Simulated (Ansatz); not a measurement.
A nudged elastic band was laid between two geometries of AlH8NSi (11 atoms, charge 0, multiplicity 1).

Theory: RKS BLYP/6-31G* (Ansatz).

```yaml
movable_images: 5
climbing_image: yes
spring: 5.0 eV/Å²
optimiser: quadratic models (default)
start_path: through a guess of the saddle point
force_threshold: 0.05 eV/Å
iteration_limit: 60
end_points: relaxed
```

Initial state:

```xyz
11
Properties=species:S:1:pos:R:3
Al 0.103 -0.235 -0.019
H -0.207 1.068 0.880
H 1.650 -0.557 -0.346
H -0.989 -0.663 -1.125
N -0.263 -1.746 1.434
H -0.858 -2.452 0.979
Si 1.255 -2.495 2.123
H 1.873 -3.282 1.024
H 2.112 -1.383 2.609
H 0.890 -3.398 3.261
H -0.843 -1.307 2.162
```

Final state:

```xyz
11
Properties=species:S:1:pos:R:3
Al 0.511 -0.883 -0.518
H -1.796 1.100 2.602
H 1.908 -0.124 -0.593
H -0.728 -0.616 -1.485
N 0.285 -2.149 0.759
H -0.634 -2.608 0.758
Si 1.400 -2.770 1.970
H 1.727 -4.220 1.762
H 2.660 -1.973 1.869
H 0.853 -2.645 3.363
H -1.460 0.439 2.495
```

(1) Which bonds break or form, and what moves?

(2) What energy profile does the band end with?

(3) What is the geometry of the highest image?

(4) What are the harmonic wavenumbers there?

Answers

(1) Bonds broken: Al1–H2, N5–H11. Bonds formed: H2–H11. AlH8NSi becomes AlH6NSi + H2.

(2) The run converged. The highest image is number 3 of 0 to 6, 26.3 kcal/mol above the first end and 24.2 kcal/mol above the last; the last end lies 2.2 kcal/mol above the first. A vibrational analysis at the climbing image gives one clearly imaginary mode, 1289i cm⁻¹: a first-order saddle point. The orbitals stay closed-shell, which can raise the energy where a bond breaks towards radicals; this wasn't checked here.

| image | path coordinate (Å) | energy (kcal/mol) | Al1–H2 (Å) | N5–H11 (Å) | H2–H11 (Å) |
| --- | --- | --- | --- | --- | --- |
| 0 | 0.00 | 0.0 | 1.61 | 1.03 | 2.77 |
| 1 | 0.63 | 1.0 | 1.62 | 1.03 | 2.43 |
| 2 | 1.27 | 7.0 | 1.64 | 1.05 | 1.79 |
| 3 | 1.90 | 26.3 | 1.81 | 1.40 | 1.03 |
| 4 | 3.17 | 4.7 | 2.79 | 2.57 | 0.75 |
| 5 | 4.44 | 2.4 | 3.58 | 3.37 | 0.75 |
| 6 | 5.70 | 2.2 | 4.36 | 3.57 | 0.75 |

(3) 
```xyz
11
Properties=species:S:1:pos:R:3
Al 0.063 -0.523 -0.187
H -0.509 0.464 1.223
H 1.549 -0.076 -0.542
H -1.150 -0.628 -1.215
N -0.067 -1.824 1.286
H -0.935 -2.376 1.266
Si 1.254 -2.594 2.190
H 1.969 -3.642 1.392
H 2.228 -1.521 2.553
H 0.722 -3.236 3.433
H -0.400 -0.494 1.583
```

(4) 1289i, 98, 144, 172, 402, 481, 542, 663, 688, 705, 717, 734, 789, 915, 941, 956, 968, 1087, 1420, 1623, 1728, 1891, 1909, 2169, 2180, 2210, 3405 cm⁻¹.

Run time: 4.7 min on 1 thread of Arm Neoverse V2, with other jobs on the host, peak memory 0.11 GiB.
